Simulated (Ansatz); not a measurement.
Relaxing NaP2

These are results of Ansatz 0.2.0, DFT PBE, scalar-relativistic, plane waves, PAW, not measurements. Cutoff 420 eV, Γ-centred k mesh, Gaussian smearing, no spin polarisation in the final step.

NaP2 was placed on the tetragonal zirconia structure type (P4_2/nmc, No. 137), with Na in place of Zr, P in place of O, at a guessed volume.

```yaml
crystal:
  lattice:
    - [4.34236, 0.00000, 0.00000]
    - [0.00000, 4.34236, 0.00000]
    - [0.00000, 0.00000, 6.25133]
  atoms:
    - { symbol: Na, position: [0.00000, 0.00000, 0.00000] }
    - { symbol: Na, position: [0.50000, 0.50000, 0.50000] }
    - { symbol: P, position: [0.00000, 0.50000, 0.20300] }
    - { symbol: P, position: [0.00000, 0.50000, 0.70300] }
    - { symbol: P, position: [0.50000, 0.00000, 0.29700] }
    - { symbol: P, position: [0.50000, 0.00000, 0.79700] }
```

Cell and atoms relax at zero pressure; the relaxation can't lower the symmetry of the start. After a coarse first stage the cell is made exact in the group found at 0.06 Å.

The zero of energy is the elements' standard structures at the same level; no fitted shifts are applied.

**Question.** Describe the relaxed structure.

**Answer.** It ends in Fm-3m (No. 225). The result has the fluorite structure. Conventional cell: a = 6.177 Å. Na has 8 P at 2.67 Å; P is coordinated by 4 Na at 2.67 Å and 6 P at 3.09 Å.

Space group Fm-3m (No. 225). a = 6.177 Å, b = 6.177 Å, c = 6.177 Å, α = 90.00°, β = 90.00°, γ = 90.00°
```csv
atom,site,symmetry,x,y,z
Na,4a,m-3m,0.0000,0.0000,0.0000
P,8c,-43m,0.2500,0.2500,0.7500
```

**Question.** What are its volume, energy, density and gap?

**Answer.** The volume per atom is 19.64 Å³ and the density is 2.39 g/cm³. The energy over the elements is 0.65 eV/atom and the gap on the 14×14×14 mesh is 0 eV (a metal).

The final run used a 14×14×14 mesh on its 3-atom cell and 0.10 eV smearing. The k mesh leaves about 4 meV/atom of noise in metals. Symmetry constrained the relaxation, so the result can be a saddle point.

Cost: 3 runs of about 0.69 core-minutes in all, on Arm Neoverse V1 (shared hosts).